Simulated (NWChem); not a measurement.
System: ethanol (C2H6O); SMILES CCO

Here is an NWChem input.

```
start job
memory heap 200 mb stack 900 mb global 1100 mb
geometry units angstroms
  C     -1.263845     0.132312     0.272691
  C      0.005511    -0.441929    -0.347599
  O      1.161459     0.279593     0.009114
  H     -2.131945    -0.418486    -0.078425
  H     -1.374167     1.178138    -0.003806
  H     -1.223568     0.062168     1.359001
  H      0.113494    -1.499404    -0.062365
  H     -0.045168    -0.383369    -1.437169
  H      1.219508     0.312288     0.970704
end
basis spherical
  C library 6-31g*
  O library 6-31g*
  H library 6-31g*
end
dft
  xc b3lyp
  iterations 150
end
driver
  maxiter 150
end
task dft optimize
```

Output (shortened):

```
             Northwest Computational Chemistry Package (NWChem) 7.3.0
             --------------------------------------------------------

 C1  symmetry detected

                             Geometry "geometry" -> ""
                             -------------------------

 Output coordinates in angstroms (scale by  1.889725989 to convert to a.u.)

  No.       Tag          Charge          X              Y              Z
 ---- ---------------- ---------- -------------- -------------- --------------
    1 C                    6.0000     0.25426140    -1.20791001     0.02897817
    2 C                    6.0000    -0.55846153     0.08162513    -0.01957685
    3 O                    8.0000     0.24409249     1.23575893     0.06950820
    4 H                    1.0000    -0.41013641    -2.06739688     0.01819080
    5 H                    1.0000     0.85402839    -1.23708691     0.93551103
    6 H                    1.0000     0.92008258    -1.27230393    -0.83075866
    7 H                    1.0000    -1.16125070     0.10705477    -0.94004994
    8 H                    1.0000    -1.23535843     0.13537090     0.83604129
    9 H                    1.0000     0.90509542     1.20599985    -0.63140799

 Effective nuclear repulsion energy (a.u.)      81.9555174816

                                Z-matrix (autoz)
                                --------

 Units are Angstrom for bonds and degrees for angles

      Type          Name      I     J     K     L     M      Value
      ----------- --------  ----- ----- ----- ----- ----- ----------
    1 Stretch                  1     2                       1.52505
    2 Stretch                  1     4                       1.08640
    3 Stretch                  1     5                       1.08737
    4 Stretch                  1     6                       1.08932
    5 Stretch                  2     3                       1.40856
    6 Stretch                  2     7                       1.10058
    7 Stretch                  2     8                       1.09232
    8 Stretch                  3     9                       0.96390
    9 Bend                     1     2     3               112.77923
   10 Bend                     1     2     7               109.75779
   11 Bend                     1     2     8               110.29826
   12 Bend                     2     1     4               110.04347
   13 Bend                     2     1     5               110.07046
   14 Bend                     2     1     6               110.52339
   15 Bend                     2     3     9               108.62893
   16 Bend                     3     2     7               110.24445
   17 Bend                     3     2     8               105.26133
   18 Bend                     4     1     5               108.92754
   19 Bend                     4     1     6               108.61450
   20 Bend                     5     1     6               108.61832
   21 Bend                     7     2     8               108.33537
   22 Torsion                  1     2     3     9          55.72090
   23 Torsion                  3     2     1     4         176.56793
   24 Torsion                  3     2     1     5          56.50804
   25 Torsion                  3     2     1     6         -63.47307
   26 Torsion                  4     1     2     7         -60.09178
   27 Torsion                  4     1     2     8          59.19913
   28 Torsion                  5     1     2     7         179.84833
   29 Torsion                  5     1     2     8         -60.86076
   30 Torsion                  6     1     2     7          59.86723
   31 Torsion                  6     1     2     8         179.15814
   32 Torsion                  7     2     3     9         -67.34874
   33 Torsion                  8     2     3     9         176.02462

                           NWChem Geometry Optimization
                           ----------------------------

 maximum gradient threshold         (gmax) =   0.000450
 rms gradient threshold             (grms) =   0.000300
 maximum cartesian step threshold   (xmax) =   0.001800
 rms cartesian step threshold       (xrms) =   0.001200
 fixed trust radius                (trust) =   0.300000
 source of zmatrix                         =   autoz

          -------------------
          Energy Minimization
          -------------------

 Using diagonal initial Hessian
 Scaling for Hessian diagonals: bonds = 1.00  angles = 0.25  torsions = 0.10

          --------
          Step   0

                                 NWChem DFT Module
                                 -----------------

 Summary of "ao basis" -> "ao basis" (spherical)
 ------------------------------------------------------------------------------
       Tag                 Description            Shells   Functions and Types
 ---------------- ------------------------------  ------  ---------------------
 C                           6-31g*                  6       14   3s2p1d
 O                           6-31g*                  6       14   3s2p1d
 H                           6-31g*                  2        2   2s

            General Information
            -------------------
          SCF calculation type: DFT
          Wavefunction type:  closed shell.
          No. of atoms     :     9
          No. of electrons :    26
           Alpha electrons :    13
            Beta electrons :    13
          Charge           :     0
          Spin multiplicity:     1
          Use of symmetry is: off; symmetry adaption is: off
          Maximum number of iterations: 150
          AO basis - number of functions:    54
                     number of shells:    30
          Convergence on energy requested:  1.00D-06
          Convergence on density requested:  1.00D-05
          Convergence on gradient requested:  5.00D-04

              XC Information
              --------------
                         B3LYP Method XC Potential
                     Hartree-Fock (Exact) Exchange  0.200
                        Slater Exchange Functional  0.800 local
                    Becke 1988 Exchange Functional  0.720 non-local
              Lee-Yang-Parr Correlation Functional  0.810
                  VWN I RPA Correlation Functional  0.190 local

             Grid Information
             ----------------
          Grid used for XC integration:  medium
          Radial quadrature: Mura-Knowles
          Angular quadrature: Lebedev.
          Tag              B.-S. Rad. Rad. Pts. Rad. Cut. Ang. Pts.
          ---              ---------- --------- --------- ---------
          C                   0.70       49           8.0       434
          O                   0.60       49           9.0       434
          H                   0.35       45          10.0       434
          Grid pruning is: on
          Number of quadrature shells:   417
          Spatial weights used:  Erf1

      Superposition of Atomic Density Guess
      -------------------------------------

 Sum of atomic energies:        -153.06425576

      Non-variational initial energy
      ------------------------------

 Total energy =    -154.744623
 1-e energy   =    -368.987159
 2-e energy   =     132.287018
 HOMO         =      -0.354762
 LUMO         =       0.128298

[...]

      ----------------------
      Optimization converged
      ----------------------

  Step       Energy      Delta E   Gmax     Grms     Xrms     Xmax
  ---- ---------------- -------- -------- -------- -------- --------
@    9    -155.03142961 -4.2D-08  0.00001  0.00000  0.00016  0.00033
                                     ok       ok       ok       ok

                                Z-matrix (autoz)
                                --------

 Units are Angstrom for bonds and degrees for angles

      Type          Name      I     J     K     L     M      Value     Gradient
      ----------- --------  ----- ----- ----- ----- ----- ---------- ----------
    1 Stretch                  1     2                       1.52671   -0.00000
    2 Stretch                  1     4                       1.09674    0.00000
    3 Stretch                  1     5                       1.09509    0.00000
    4 Stretch                  1     6                       1.09818    0.00000
    5 Stretch                  2     3                       1.42285   -0.00001
    6 Stretch                  2     7                       1.10268   -0.00000
    7 Stretch                  2     8                       1.09500    0.00000
    8 Stretch                  3     9                       0.96992    0.00000
    9 Bend                     1     2     3               112.88018   -0.00000
   10 Bend                     1     2     7               110.11705   -0.00000
   11 Bend                     1     2     8               110.23261   -0.00000
   12 Bend                     2     1     4               111.03820    0.00000
   13 Bend                     2     1     5               110.46037    0.00000
   14 Bend                     2     1     6               111.01037   -0.00000
   15 Bend                     2     3     9               107.54167   -0.00000
   16 Bend                     3     2     7               111.08063   -0.00000
   17 Bend                     3     2     8               105.23249    0.00001
   18 Bend                     4     1     5               108.58743   -0.00000
   19 Bend                     4     1     6               107.56801   -0.00000
   20 Bend                     5     1     6               108.06260   -0.00000
   21 Bend                     7     2     8               107.03541    0.00000
   22 Torsion                  1     2     3     9          61.13568   -0.00000
   23 Torsion                  3     2     1     4         176.93074    0.00000
   24 Torsion                  3     2     1     5          56.39899    0.00000
   25 Torsion                  3     2     1     6         -63.45542    0.00000
   26 Torsion                  4     1     2     7         -58.29542   -0.00000
   27 Torsion                  4     1     2     8          59.57789   -0.00000
   28 Torsion                  5     1     2     7        -178.82717   -0.00000
   29 Torsion                  5     1     2     8         -60.95387   -0.00000
   30 Torsion                  6     1     2     7          61.31842   -0.00000
   31 Torsion                  6     1     2     8         179.19172   -0.00000
   32 Torsion                  7     2     3     9         -63.11141    0.00000
   33 Torsion                  8     2     3     9        -178.60278    0.00000

                         Geometry "geometry" -> "geometry"
                         ---------------------------------

 Output coordinates in angstroms (scale by  1.889725989 to convert to a.u.)

  No.       Tag          Charge          X              Y              Z
 ---- ---------------- ---------- -------------- -------------- --------------
    1 C                    6.0000     0.25088289    -1.21307317     0.03391418
    2 C                    6.0000    -0.55068029     0.08521147    -0.01887494
    3 O                    8.0000     0.26698794     1.24487180     0.08653264
    4 H                    1.0000    -0.41187682    -2.08643140     0.00494943
    5 H                    1.0000     0.84725699    -1.25772010     0.95128667
    6 H                    1.0000     0.93564167    -1.28809141    -0.82135289
    7 H                    1.0000    -1.16481128     0.11480682    -0.93422164
    8 H                    1.0000    -1.23886470     0.14019834     0.83107089
    9 H                    1.0000     0.87781681     1.24133951    -0.66686831

 Effective nuclear repulsion energy (a.u.)      81.4290589207

                Final and change from initial internal coordinates
                --------------------------------------------------

                                Z-matrix (autoz)
                                --------

 Units are Angstrom for bonds and degrees for angles

      Type          Name      I     J     K     L     M      Value       Change
      ----------- --------  ----- ----- ----- ----- ----- ---------- ----------
    1 Stretch                  1     2                       1.52671    0.00166
    2 Stretch                  1     4                       1.09674    0.01035
    3 Stretch                  1     5                       1.09509    0.00772
    4 Stretch                  1     6                       1.09818    0.00887
    5 Stretch                  2     3                       1.42285    0.01429
    6 Stretch                  2     7                       1.10268    0.00210
    7 Stretch                  2     8                       1.09500    0.00268
    8 Stretch                  3     9                       0.96992    0.00602
    9 Bend                     1     2     3               112.88018    0.10094
   10 Bend                     1     2     7               110.11705    0.35926
   11 Bend                     1     2     8               110.23261   -0.06565
   12 Bend                     2     1     4               111.03820    0.99473
   13 Bend                     2     1     5               110.46037    0.38991
   14 Bend                     2     1     6               111.01037    0.48697
   15 Bend                     2     3     9               107.54167   -1.08726
   16 Bend                     3     2     7               111.08063    0.83618
   17 Bend                     3     2     8               105.23249   -0.02884
   18 Bend                     4     1     5               108.58743   -0.34011
   19 Bend                     4     1     6               107.56801   -1.04649
   20 Bend                     5     1     6               108.06260   -0.55572
   21 Bend                     7     2     8               107.03541   -1.29995
   22 Torsion                  1     2     3     9          61.13568    5.41478
   23 Torsion                  3     2     1     4         176.93074    0.36281
   24 Torsion                  3     2     1     5          56.39899   -0.10905
   25 Torsion                  3     2     1     6         -63.45542    0.01764
   26 Torsion                  4     1     2     7         -58.29542    1.79636
   27 Torsion                  4     1     2     8          59.57789    0.37875
   28 Torsion                  5     1     2     7        -178.82717    1.32450
   29 Torsion                  5     1     2     8         -60.95387   -0.09311
   30 Torsion                  6     1     2     7          61.31842    1.45119
   31 Torsion                  6     1     2     8         179.19172    0.03358
   32 Torsion                  7     2     3     9         -63.11141    4.23733
   33 Torsion                  8     2     3     9        -178.60278    5.37260

 ==============================================================================
                                internuclear distances
 ------------------------------------------------------------------------------
       center one      |      center two      | atomic units |  angstroms
 ------------------------------------------------------------------------------
    2 C                |   1 C                |     2.88506  |     1.52671
    3 O                |   2 C                |     2.68880  |     1.42285
    4 H                |   1 C                |     2.07254  |     1.09674
    5 H                |   1 C                |     2.06942  |     1.09509
    6 H                |   1 C                |     2.07526  |     1.09818
    7 H                |   2 C                |     2.08375  |     1.10268
    8 H                |   2 C                |     2.06925  |     1.09500
    9 H                |   3 O                |     1.83288  |     0.96992
 ------------------------------------------------------------------------------
                         number of included internuclear distances:          8
 ==============================================================================
```

Level: B3LYP/6-31G* (spherical d). B3LYP is NWChem's, with the RPA form of VWN correlation.
